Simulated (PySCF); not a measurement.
# C2H5NO ((E)-acetaldoxime): the cost of one run

Programs: PySCF 2.14.0, with density-fitted response routines of our own. Each step states its level of theory. These are calculated values for one molecule in the gas phase, unless marked as measured. Atoms are numbered from 0 throughout.

## (1) The molecule as given

9 atoms, charge 0, multiplicity 1; geometry from: GFN2-xTB. The atoms were then displaced at random by about 0.01 Å, so the start is not that level's minimum.

Bonds of the start (Å): C0–C1 1.46, C1–N2 1.25, N2–O3 1.44, C0–H4 1.08, C0–H5 1.10, C0–H6 1.11, C1–H7 1.09, O3–H8 0.96.

## (2) Geometry optimisation at PBE0-D3(BJ)/def2-TZVP

The job: settings as JSON, then the geometry in Å.

```
{"job": {"xc": "PBE0", "basis": "def2-TZVP", "d3": "d3bj", "grid": 2, "shake": 0.01, "kind": "geom"}, "charge": 0, "multiplicity": 1}
C     -1.305140    -0.003470    -0.119000
C      0.019500    -0.196130    -0.701530
N      1.018810     0.263700    -0.116610
O      2.297640     0.017700    -0.728180
H     -1.803160    -0.945900     0.058030
H     -1.257510     0.589390     0.800620
H     -1.937900     0.563620    -0.832980
H      0.113060    -0.743650    -1.639990
H      2.912510     0.437580    -0.122970
```

On the command line:

```sh
OMP_NUM_THREADS=1 python probes_run.py task.json out
```

The driver reads the jobs from task.json and runs them one after another.

**Question.** How long does this first job take on 1 thread of Intel Xeon Platinum 8259CL at 2.50GHz, shared host, and how much memory does it need?

About 53 s, with a peak of 0.67 GiB.
